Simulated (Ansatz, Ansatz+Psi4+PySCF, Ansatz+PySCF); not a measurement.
```yaml
atoms:
  - { symbol: C, position_ang: [0.7930, 0.0000, -0.0163] }
  - { symbol: C, position_ang: [-0.6946, 0.0001, 0.0009] }
  - { symbol: H, position_ang: [1.3506, -0.9265, 0.0445] }
  - { symbol: H, position_ang: [1.3511, 0.9261, 0.0445] }
  - { symbol: H, position_ang: [-1.1080, 0.8901, -0.4831] }
  - { symbol: H, position_ang: [-1.1084, -0.8821, -0.4973] }
  - { symbol: H, position_ang: [-1.0862, -0.0083, 1.0103] }
```

Basis set: cc-pVTZ (spherical functions). Frozen core: 2 orbitals. Correlation on ROHF uses semicanonical orbitals with singles. Charge 0, multiplicity 2.

Computed with Ansatz (development build ahead of 0.2.0); each method stands on the lowest determinant of its kind that the runs found.

The atomization energy at this shape (free ground-state atoms in the same class of orbitals less the molecule, no zero-point energy) of doublet C₂H₅:

| method | atomization energy |
| --- | --- |
| ROHF-CCSD(T) | 591.03 kcal/mol |
| ROHF-MP2 | 591.90 kcal/mol |
| UHF-MP2 | 591.35 kcal/mol |
| UHF | 467.91 kcal/mol |

Problem. What does ROHF give?

Solution. 470.95 kcal/mol.
